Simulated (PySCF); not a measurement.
Species: cyclobutane, C4H8.
Numbering: `[CH2:1]1[CH2:2][CH2:3][CH2:4]1` (hydrogens: H5, H6 on C1; H7, H8 on C2; H9, H10 on C3; H11, H12 on C4)

The same species was optimised twice, with GFN2-xTB and with PBE0-D3(BJ)/def2-SVP (PySCF), and the same property calculations (PySCF, gas phase) were run on both structures.

| coordinate | GFN2-xTB | PBE0-D3(BJ)/def2-SVP | change |
| --- | --- | --- | --- |
| C4–H11 (Å) | 1.088 | 1.101 | +0.013 |
| C2–H7 (Å) | 1.088 | 1.101 | +0.013 |
| C3–H10 (Å) | 1.088 | 1.101 | +0.013 |
| C1–H5 (Å) | 1.088 | 1.101 | +0.013 |
| C4–H12 (Å) | 1.088 | 1.101 | +0.013 |
| C3–H9 (Å) | 1.088 | 1.101 | +0.013 |
| C2–H8 (Å) | 1.088 | 1.101 | +0.013 |
| C1–H6 (Å) | 1.088 | 1.101 | +0.013 |
| C3–C4 (Å) | 1.536 | 1.542 | +0.006 |
| C2–C3 (Å) | 1.537 | 1.542 | +0.005 |
| C1–C4 (Å) | 1.537 | 1.542 | +0.005 |
| C1–C2 (Å) | 1.537 | 1.542 | +0.005 |
| C3–C2–H8 (°) | 115.7 | 117.9 | +2.2 |
| C2–C1–H6 (°) | 115.8 | 117.9 | +2.1 |
| C4–C3–H9 (°) | 115.8 | 117.9 | +2.1 |
| C4–C1–H6 (°) | 115.8 | 117.9 | +2.1 |
| C1–C4–H12 (°) | 115.8 | 117.9 | +2.1 |
| C2–C3–H9 (°) | 115.8 | 117.9 | +2.1 |
| C3–C4–H12 (°) | 115.8 | 117.9 | +2.1 |
| C1–C2–H8 (°) | 115.8 | 117.9 | +2.1 |

Rotational constants: A = 10858, B = 10856, C = 6322 MHz (GFN2-xTB) against A = 10753, B = 10753, C = 6368 MHz (PBE0-D3(BJ)/def2-SVP). Point groups within 0.08 Å: D2d and D2d.

On the GFN2-xTB structure: HOMO (eV) -8.53 [PBE0/pcSseg-1]; LUMO (eV) 1.51 [PBE0/pcSseg-1]; GIAO shielding of C1/C2/C3/C4 (mean) (ppm) 165.7 [PBE0/pcSseg-1].

What do these properties become on the PBE0-D3(BJ)/def2-SVP structure?

```csv
property,level,on GFN2-xTB,on PBE0-D3(BJ)/def2-SVP,change
HOMO (eV),PBE0/pcSseg-1,-8.53,-8.64,-0.11
LUMO (eV),PBE0/pcSseg-1,1.51,1.54,+0.03
"energy, GFN2-xTB geometry as zero (kcal/mol)",PBE0/pcSseg-1,0.0,-0.9,-0.9
GIAO shielding of C1/C2/C3/C4 (mean) (ppm),PBE0/pcSseg-1,165.7,160.3,-5.4
```

The heavy atoms differ by 0.055 Å rms after alignment. Among all bonds C1–H5, C1–H6, C2–H7, C2–H8, C3–H9, C3–H10, C4–H11 and C4–H12 change most and about equally (+0.013 Å). Changes are differences of the printed values. Neither structure is proved a minimum here.
